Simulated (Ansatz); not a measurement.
# C4H5F: one species, many methods

One table from this session's results is given with a row withheld; the runs are named, their logs left out.

The runs use Ansatz 0.2.0, Gaussian basis; functionals in def2-TZVPP, the program's frozen cores in correlated methods.

Levels to be run: LDA (SPW92), PBE-D4, revPBE-D4, BLYP-D4, r2SCAN-D4, B97M-V, PBE0-D4, B3LYP-D4, r2SCANh-D4, r2SCAN0-D4, HSE06-D4, BHLYP-D4, CAM-B3LYP-D4, LC-ωPBE, ωB97X-V, ωB97M-V, B2PLYP, PBE-QIDH; CCSD(T)/def2-SVP; CCSD(T)/def2-TZVPP; MP2/def2-QZVPP; extrapolation to the limit; RPA on PBE.

## Structure used throughout

All runs share one geometry, relaxed beforehand with PBE0-D4 in a triple-zeta def2 set.

SMILES `CC1=CC1F`, 10 atoms, charge 0, spin multiplicity 1.

Atoms are counted from 1 here; the program's logs count them from 0.

Bond lengths: C1–C2 1.468 Å, C1–H6 1.093 Å, C1–H7 1.093 Å, C1–H8 1.091 Å, C2–C3 1.303 Å, C2–C4 1.460 Å, C3–C4 1.456 Å, C3–H9 1.078 Å, C4–F5 1.394 Å, C4–H10 1.088 Å. Angles: C2–C1–H6 109.8°, C2–C1–H7 110.4°, C2–C1–H8 111.7°, H6–C1–H7 107.0°, H6–C1–H8 108.8°, H7–C1–H8 109.0°, C1–C2–C3 151.4°, C1–C2–C4 145.3°, C3–C2–C4 63.3°, C2–C3–C4 63.6°, C2–C3–H9 149.7°, C4–C3–H9 146.6°, C2–C4–C3 53.1°, C2–C4–F5 118.2°, C2–C4–H10 125.2°, C3–C4–F5 118.6°, C3–C4–H10 125.1°, F5–C4–H10 107.8°.

The first run:

Input file in.yaml:

```yaml
crystal:
  periodic: [false, false, false]
  atoms:
    - {symbol: C, position_ang: [-1.192206, -0.809173, -0.353195]}
    - {symbol: C, position_ang: [0.037450, -0.146148, 0.097157]}
    - {symbol: C, position_ang: [1.007282, 0.004915, 0.953891]}
    - {symbol: C, position_ang: [0.991182, 0.926134, -0.174037]}
    - {symbol: F, position_ang: [0.583823, 2.241033, 0.043066]}
    - {symbol: H, position_ang: [-2.006090, -0.081539, -0.407082]}
    - {symbol: H, position_ang: [-1.059356, -1.215137, -1.359687]}
    - {symbol: H, position_ang: [-1.485459, -1.615728, 0.319940]}
    - {symbol: H, position_ang: [1.492901, -0.287549, 1.870524]}
    - {symbol: H, position_ang: [1.713674, 0.931892, -0.987678]}
basis:
  gaussian: {orbitals: def2-TZVPP}
hamiltonian: {xc: lda}
output: {orbitals: {seedname: orbitals}}
```

Command:

```console
ansatz run in.yaml --threads 2 --pin off --events-out ev --progress --plain --max-ram 4352MiB
```

Among the steps run: LDA; PBE-D4 (GGA); revPBE-D4 (GGA); BLYP-D4 (GGA); r2SCAN-D4 (meta-GGA); B97M-V (meta-GGA); PBE0-D4 (hybrid); B3LYP-D4 (hybrid); r2SCANh-D4 (hybrid); r2SCAN0-D4 (hybrid); HSE06-D4 (hybrid); BHLYP-D4 (hybrid); CAM-B3LYP-D4 (range-separated); LC-ωPBE (range-separated); ωB97X-V (range-separated); ωB97M-V (range-separated); B2PLYP (double hybrid); PBE-QIDH (double hybrid).

One table of the session follows, with a row left open; its other results are not shown here.

It belongs to the step «Frontier levels by functional». 

| functional | HOMO (eV) | gap (eV) |
| --- | --- | --- |
| LDA (SPW92) | -6.74 | 5.52 |
| PBE-D4 | -6.58 | 5.60 |
| revPBE-D4 | -6.52 | 5.63 |
| BLYP-D4 | -6.49 | 5.64 |
| r2SCAN-D4 | ? | ? |
| B97M-V | -6.99 | 6.38 |
| PBE0-D4 | -7.98 | 8.07 |
| B3LYP-D4 | -7.76 | 7.59 |
| r2SCANh-D4 | -7.41 | 7.10 |
| r2SCAN0-D4 | -8.12 | 8.37 |
| HSE06-D4 | -7.58 | 7.28 |
| BHLYP-D4 | -9.00 | 10.24 |
| CAM-B3LYP-D4 | -9.32 | 10.57 |
| LC-ωPBE | -10.71 | 13.18 |
| ωB97X-V | -10.31 | 12.70 |
| ωB97M-V | -10.20 | 12.46 |

Estimate the missing values for r2SCAN-D4.

Worked estimate for «HOMO (eV)». Against the share of exact exchange, r2SCANh-D4 (0.1, -7.41), r2SCAN0-D4 (0.25, -8.12) give a slope of -4.73 per unit share; at 0 the line stands at -6.94.

As computed: HOMO (eV): -6.86; gap (eV): 6.16. In «HOMO (eV)» the line misses by -0.08.
